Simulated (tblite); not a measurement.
Species: C4H7OS (doublet state).
Atom-mapped SMILES: `[CH2:1][C@H:2]([SH:3])[C:4]([CH3:5])=[O:6]` (hydrogens: H7, H8 on C1; H9 on C2; H10 on S3; H11, H12, H13 on C5)

A start from a force field or distance geometry was refined with GFN2-xTB geometry optimisation, gas phase in tblite. Values at the start:

```json
{"coordinate": "C1–C2", "start": "1.508 Å"}
{"coordinate": "C1–H7", "start": "1.080 Å"}
{"coordinate": "C1–H8", "start": "1.079 Å"}
{"coordinate": "C2–S3", "start": "1.808 Å"}
{"coordinate": "C2–C4", "start": "1.530 Å"}
{"coordinate": "C2–H9", "start": "1.086 Å"}
{"coordinate": "S3–H10", "start": "1.344 Å"}
{"coordinate": "C4–C5", "start": "1.501 Å"}
{"coordinate": "C4=O6", "start": "1.240 Å"}
{"coordinate": "C5–H11", "start": "1.099 Å"}
{"coordinate": "C1–C2–S3", "start": "108.2°"}
{"coordinate": "C1–C2–C4", "start": "112.3°"}
{"coordinate": "C2–C4–C5", "start": "116.8°"}
{"coordinate": "C2–C4–O6", "start": "123.4°"}
{"coordinate": "S3–C2–C4", "start": "108.8°"}
{"coordinate": "C5–C4–O6", "start": "119.8°"}
{"coordinate": "C1–C2–C4–C5", "start": "-143°"}
```

Q: How do these coordinates change at the GFN2-xTB level?

A: 
```csv
coordinate,GFN2-xTB (Å or °),change
C2–S3,2.002,+0.194
C1–C2,1.411,-0.097
C4=O6,1.204,-0.036
S3–H10,1.329,-0.015
C2–C4,1.517,-0.013
C5–H11,1.089,-0.010
C1–H8,1.073,-0.006
C1–H7,1.075,-0.005
C4–C5,1.503,+0.002
C2–H9,1.087,+0.001
S3–C2–C4,97.2,-11.6
C1–C2–C4,117.0,+4.7
C5–C4–O6,124.0,+4.2
C2–C4–C5,114.0,-2.8
C2–C4–O6,121.9,-1.5
C1–C2–S3,109.2,+1.0
C1–C2–C4–C5,-155,-12
```

The energy falls by 0.314 eV over 76 L-BFGS steps, the largest force on an atom goes from 2.62 to 0.007 eV/Å, and the atoms move by 0.175 Å rms after alignment. The bond that changes most is C2–S3 (ends: carbon bonded to 2 C, S and H; sulfur bonded to C and H), which lengthens by 0.194 Å. Bonds longer at the end by more than 0.005 Å: 1 of 12; shorter: 8. Among the dihedrals that turn most is H7–C1–C2–H9, from -142° to -167°. Rotational constants go from 3934, 2124, 1795 to 3605, 2335, 1859 MHz.

Its GFN2-xTB frequencies are all real (lowest 78 cm⁻¹).

One conformer stands for the species.

These are computed values.
